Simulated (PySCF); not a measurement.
# Choosing a basis for TDDFT

Fluoroacetylene, C2HF.
SMILES: `C#CF`

TDDFT with PBE0 (PySCF), vertical singlets, core orbitals frozen in the response, spherical d and f functions. Geometry: PBE0-D3(BJ)/def2-SVP; no solvent, vibrations or thermal averaging.

How do the low singlets change with the basis? Take 6-31G*, def2-SVP, 6-31+G*, def2-SVPD, aug-cc-pVDZ, def2-TZVP, def2-TZVPD and aug-cc-pVTZ.

```csv
basis,functions,diffuse,S1 (eV),S2 (eV),S3 (eV),S4 (eV),S5 (eV),LUMO (eV),α (au)
6-31G*,44,no,7.44,7.78,7.78,8.63,8.63,2.21,15.8
def2-SVP,47,no,7.38,7.70,7.70,8.60,8.60,1.81,16.7
6-31+G*,56,yes,6.98,6.99,7.21,7.46,7.46,0.18,19.6
def2-SVPD,71,yes,7.24,7.27,7.27,7.53,7.53,0.45,23.1
aug-cc-pVDZ,78,yes,6.88,6.88,7.14,7.38,7.38,-0.08,23.5
def2-TZVP,99,no,7.25,7.52,7.52,7.77,7.77,1.24,20.9
def2-TZVPD,123,yes,6.98,6.98,7.19,7.44,7.44,0.13,24.0
aug-cc-pVTZ,161,yes,6.88,6.88,7.14,7.37,7.37,-0.12,24.1
```

States are compared by their number. Against the largest diffuse basis here (aug-cc-pVTZ, itself not a converged limit), sets without diffuse functions differ by up to 0.56 eV in S1 and 1.27 eV in S5; the smaller diffuse sets differ by up to 0.36 and 0.16 eV. State by state, the largest deviation of a set without diffuse functions is S1 0.56, S2 0.90, S3 0.64, S4 1.27, S5 1.27 eV. The same number needn't mean the same state in each row. Against aug-cc-pVTZ the polarisability deviates by -35% in 6-31G*, -31% in def2-SVP, -19% in 6-31+G*, -4% in def2-SVPD, -2% in aug-cc-pVDZ, -13% in def2-TZVP, 0% in def2-TZVPD. A single + in a Pople set puts diffuse functions on heavy atoms only.
